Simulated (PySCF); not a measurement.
# H6SSi2: the cost of one run

Computed with PySCF 2.14.0, with density-fitted response routines of our own, on a single molecule in the gas phase. Atoms count from 0, in the outputs and in this text.

## (1) The molecule as given

9 atoms, charge 0, multiplicity 1; geometry from: GFN2-xTB. The atoms were then displaced at random by about 0.01 Å, so the start is not that level's minimum.

Bonds of the start (Å): Si0–Si1 2.28, Si1–S2 2.15, Si0–H3 1.45, Si0–H4 1.49, Si0–H5 1.47, Si1–H6 1.46, Si1–H7 1.47, S2–H8 1.32.

## (2) Relaxing the molecule at PBE0-D3(BJ)/def2-SVP

The job: settings as JSON, then the geometry in Å.

```
{"job": {"xc": "PBE0", "basis": "def2-SVP", "d3": "d3bj", "grid": 1, "shake": 0.01, "kind": "geom"}, "charge": 0, "multiplicity": 1}
Si    -1.279190     0.492580     0.141840
Si     0.527520    -0.866800    -0.162490
S      2.287350    -0.026990     0.743960
H     -2.418380    -0.072170    -0.545620
H     -1.087580     1.844450    -0.446570
H     -1.654970     0.713030     1.543410
H      0.492890    -2.156680     0.514060
H      0.926710    -1.101520    -1.559820
H      2.263460     1.156950     0.164740
```

Command:

```
$ OMP_NUM_THREADS=1 python probes_run.py task.json out
```

This one command runs all jobs of the session in turn.

Q: Estimate the wall time and peak memory of this first job on 1 thread of Arm Neoverse V1, shared host.

About 11 s, with a peak of 0.37 GiB.
